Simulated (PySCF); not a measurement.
C3H4, SMILES C=C=C. Atoms are numbered in the order given.

```xyz
7

C      0.0000     0.0000     1.2993
C      0.0000     0.0000     0.0000
C      0.0000     0.0000    -1.2993
H      0.6566    -0.6566     1.8603
H     -0.6566     0.6566     1.8603
H      0.6566     0.6566    -1.8603
H     -0.6566    -0.6566    -1.8603
```

Coordinates come from a PBE0-D3(BJ)/def2-TZVP optimisation.

Computed with PBE0/pcJ-1 (PySCF).

Isotropic couplings with Fermi-contact, spin-dipole and both spin-orbit terms, one fixed conformer, no vibrational averaging. Isotopes: 13C, 1H.

Computed spin–spin coupling constants:
```
pair   bonds apart  J (Hz)
-----  -----------  ------
C1–C2            1   111.2
C1–H4            1   168.3
C1–H5            1   168.3
C2–C3            1   111.2
C3–H6            1   168.3
C3–H7            1   168.3
C1–C3            2     8.0
C2–H4            2    -6.1
C2–H5            2    -6.1
C2–H6            2    -6.1
C2–H7            2    -6.1
H4–H5            2   -15.6
H6–H7            2   -15.6
C1–H6            3     9.0
C1–H7            3     9.0
C3–H4            3     9.0
C3–H5            3     9.0
H4–H6            4   -10.2
H4–H7            4   -10.2
H5–H6            4   -10.2
H5–H7            4   -10.2
```
